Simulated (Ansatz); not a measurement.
Conformers of C7H16 (`CCCCCCC`), each relaxed with PBE0-D4/def2-TZVP in Ansatz. CBS adds the triple-zeta coupled-cluster correction to the MP2 limit.

Not all of them had a frequency check.

Conformer A:

Z-matrix (Å, degrees):
```
C
C 1 1.520
H 1 1.093 2 111.2
H 1 1.092 2 111.9 3 120.1
H 1 1.094 2 111.0 3 -119.8
C 2 1.523 1 114.1 3 176.7
H 2 1.095 1 109.0 3 54.8
H 2 1.097 1 109.5 3 -60.7
C 6 1.520 2 114.5 1 64.8
H 6 1.098 2 109.2 1 -57.9
H 6 1.096 2 109.0 1 -173.3
C 9 1.519 6 113.1 2 177.1
H 9 1.096 6 110.0 2 -60.8
H 9 1.098 6 109.2 2 55.1
C 12 1.520 9 113.5 6 -179.9
H 12 1.098 9 109.3 6 57.9
H 12 1.098 9 109.4 6 -57.6
C 15 1.519 12 113.1 9 180.0
H 15 1.096 12 109.2 9 -57.7
H 15 1.096 12 109.1 9 57.7
H 18 1.094 15 111.1 12 -59.7
H 18 1.094 15 111.1 12 59.8
H 18 1.092 15 111.7 12 -179.9
```

Conformer B:

Cartesian coordinates in Å:
```
C 2.503 -0.603 -1.773
C 1.683 -1.639 -1.020
C 1.051 -1.117 0.264
C 0.014 -0.025 0.056
C -0.648 0.411 1.354
C -1.638 1.559 1.203
C -2.855 1.220 0.357
H 1.886 0.230 -2.120
H 3.289 -0.187 -1.135
H 2.984 -1.040 -2.650
H 2.324 -2.493 -0.777
H 0.895 -2.028 -1.675
H 0.580 -1.953 0.794
H 1.840 -0.744 0.930
H 0.478 0.850 -0.415
H -0.743 -0.385 -0.649
H 0.133 0.705 2.065
H -1.159 -0.449 1.806
H -1.121 2.424 0.770
H -1.970 1.873 2.198
H -3.382 0.350 0.761
H -2.583 0.990 -0.675
H -3.563 2.052 0.331
```

Conformer C:

Z-matrix (Å, degrees):
```
C
C 1 1.519
H 1 1.094 2 111.1
H 1 1.093 2 111.7 3 120.2
H 1 1.094 2 111.1 3 -119.5
C 2 1.520 1 113.1 3 59.8
H 2 1.096 1 109.7 3 -178.1
H 2 1.096 1 109.6 3 -62.3
C 6 1.520 2 113.1 1 -179.8
H 6 1.096 2 108.9 1 -57.1
H 6 1.098 2 109.3 1 58.1
C 9 1.524 6 114.4 2 -175.9
H 9 1.096 6 108.8 2 -54.4
H 9 1.096 6 109.2 2 60.4
C 12 1.525 9 115.3 6 -60.0
H 12 1.097 9 108.7 6 177.6
H 12 1.096 9 108.8 6 62.5
C 15 1.520 12 113.9 9 -59.5
H 15 1.095 12 108.4 9 178.7
H 15 1.095 12 109.8 9 63.7
H 18 1.092 15 111.2 12 -175.9
H 18 1.093 15 111.8 12 64.1
H 18 1.094 15 111.1 12 -56.0
```

Problem. Which is lowest in electronic energy at CCSD(T)/CBS (frozen core, def2 sets), and by how much? (Best estimate.)

Solution. Ansatz gave: A; B lies 2.4 kJ/mol higher, C lies 1.3 kJ/mol higher. Gaps under about 2 kJ/mol don't settle the order.

Problem. Give the energies relative to A (kJ/mol) with PBE-D4/def2-TZVPP, r2SCAN-D4/def2-TZVPP, B2PLYP/def2-TZVPP, PBE0/def2-TZVPP, SCS-MP2/def2-QZVPP, MP2/CBS(def2), CCSD/CBS(def2). (An estimate is asked.)

Solution. Ansatz gave: 
```csv
level,B,C
PBE-D4/def2-TZVPP,2.3,1.4
r2SCAN-D4/def2-TZVPP,2.7,1.5
B2PLYP/def2-TZVPP,3.2,2.6
PBE0/def2-TZVPP,3.4,3.1
SCS-MP2/def2-QZVPP,2.6,1.5
MP2/CBS(def2),2.2,0.9
CCSD/CBS(def2),2.7,1.8
```
